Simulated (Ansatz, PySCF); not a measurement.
Species: C₂H₅S, charge 0, multiplicity 2. SMILES: C[CH]S
Geometry from a B3LYP-D3(BJ)/def2-TZVP (Ansatz, a program for electronic structure) optimisation:
```xyz
8

C      1.5338     0.7218    -0.0560
C      0.0541     0.7144    -0.2059
S     -0.8025    -0.7472     0.1583
H     -2.0411    -0.3097    -0.1192
H     -0.4490     1.4656    -0.7967
H      1.9039     1.7455     0.0258
H      1.8495     0.1784     0.8388
H      2.0484     0.2585    -0.9100
```
Charge 0, spin multiplicity 2.

Wanted: enthalpy of formation at 298 K, in kcal/mol. Conventions: 6-311+G** with 5d, 6d on Na to Ar in Ansatz; valence correlation only; no dispersion term unless named; non-relativistic; LANL2DZ with its own core potentials from Na on; spin-orbit terms left out; UHF or UKS for open shells. CBS marks a two-point X^-3 extrapolation of the correlation energy; Hartree-Fock from the larger set. The bracket is a focal-point correction in the basis named. Ab initio and DFT rows: single points at B3LYP-D3(BJ) geometries (Ansatz), with unscaled harmonic terms from B3LYP/6-31G* at its own minima, enthalpies of formation by atomisation with measured atoms.

Coupled cluster (Ansatz) is a level with limits of its own, used here on species with T1 under 0.025 (0.045 for open shells) and stable references: RI-MP2/CBS(cc-pV(T+d)Z,cc-pV(Q+d)Z)+[CCSD(T)-MP2]/cc-pV(T+d)Z.

Value to compare with, RI-MP2/CBS(cc-pV(T+d)Z,cc-pV(Q+d)Z)+[CCSD(T)-MP2]/cc-pV(T+d)Z (Ansatz): 31.2 kcal/mol.

```csv
level,program,enthalpy of formation at 298 K (kcal/mol),difference
PBE/def2-SVP,Ansatz,16.2,-15.0
BP86/def2-SVP,PySCF,9.6,-21.6
B3LYP/LANL2DZ,Ansatz,70.6,39.4
B3LYP/6-31G,Ansatz,65.5,34.3
B3LYP/def2-SVP,Ansatz,32.8,1.6
B3LYP/6-311+G**,Ansatz,39.5,8.3
B3LYP/def2-TZVPD,Ansatz,33.3,2.1
PBE0/def2-TZVPD,Ansatz,26.4,-4.8
B2PLYP-D3(BJ)/def2-TZVPD,Ansatz + dftd3,37.0,5.8
```

Among the 6 habitual levels, B3LYP/LANL2DZ lies farthest from RI-MP2/CBS(cc-pV(T+d)Z,cc-pV(Q+d)Z)+[CCSD(T)-MP2]/cc-pV(T+d)Z (Ansatz) (39.4 kcal/mol) and B3LYP/def2-SVP nearest (1.6); 4 of 6 lie above it, and their mean absolute difference is 20.0 kcal/mol, the median 18.3. One case shows no general order.

The levels are drawn from those run, B3LYP/6-31G* more often than the rest, none by its result; runs whose electronic state is in doubt are left out.
